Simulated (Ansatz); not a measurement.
# AlF2 (doublet): wave-function methods side by side at angle F2–Al1–F3 = 68.2°, cc-pVDZ

One table from this session's results is given with a row withheld; the runs are named, their logs left out.

Method: cc-pVDZ, core rule «outside noble gas», up to 7 orbitals frozen; program: Ansatz 0.2.0, Gaussian basis.

Plan: UHF; CCSD(T) on ROHF; CCSD(T) on UHF; BCCD(T) on ROHF; CISD; CCSDT(Q) on ROHF; CCSDT(Q) on UHF; CASSCF and MRCISD+Q, 3 electrons in 3 orbitals; CASSCF and NEVPT2, 3 electrons in 3 orbitals.

32 further runs of the same task are left out: 16 for a known fault of the program, 2 for a mislabelled method, 13 that didn't finish, 1 set aside as unsound or not needed.

## What is computed

The geometry derives from a PBE0/def2-TZVP stationary point (not a proven minimum). One angle is set to the value named; bond lengths are kept.

3 atoms, charge 0, spin multiplicity 2.

Atoms are counted from 1 here; the program's logs count them from 0.

Bond lengths: Al1–F2 1.647 Å, Al1–F3 1.647 Å. Angles: F2–Al1–F3 68.2°.

Set-up of the first run:

File in.yaml:

```yaml
crystal:
  periodic: [false, false, false]
  atoms:
    - {symbol: Al, position_ang: [0.000000, -0.797274, 0.000000]}
    - {symbol: F, position_ang: [0.000000, 0.566144, -0.923104]}
    - {symbol: F, position_ang: [0.000000, 0.566144, 0.923104]}
basis:
  gaussian: {orbitals: cc-pVDZ}
magnetization: {spin_polarized: true, initial_magnetization: 1}
hamiltonian: {xc: hf}
output: {orbitals: {seedname: orbitals}}
```

The run is started by

```sh
> ansatz run in.yaml --threads 1 --pin off --events-out ev --progress --plain --max-ram 2393MiB
```

Among the steps run: UHF; CCSD(T) on ROHF; CCSD(T) on UHF; BCCD(T) on ROHF; CISD; CCSDT(Q) on ROHF; CCSDT(Q) on UHF; CASSCF and MRCISD+Q, 3 electrons in 3 orbitals; CASSCF and NEVPT2, 3 electrons in 3 orbitals.

One of the session's tables, all rows but one given; the rest of the session is left out.

```
       method  from UCCSDT(Q) (meV)
         ROHF              +11726.2
          UHF              +11714.6
         RMP2                +343.2
         UMP2                     ?
         CISD               +1089.6
        RCCSD                +240.1
        UCCSD                +239.9
     RCCSD(T)                 +45.2
     UCCSD(T)                 +44.6
      BCCD(T)                 +38.0
       RCCSDT                 +27.9
       UCCSDT                 +27.5
    RCCSDT(Q)                  +7.7
    UCCSDT(Q)                     0
  CASSCF pair              +11253.3
  NEVPT2 pair                +362.9
  MRCISD pair               +1008.7
MRCISD+Q pair                +208.6
```

Q: Estimate the row for UMP2 from the others.

As computed: from UCCSDT(Q) (meV): +336.8. In the column «from UCCSDT(Q) (meV)» it lies between RCCSD (+240.1) and RMP2 (+343.2).

Limits of these values: Restricted and unrestricted rows rest on different reference determinants; where their highest levels disagree by more than a few hundredths of an eV, they describe different states and don't form one ladder.
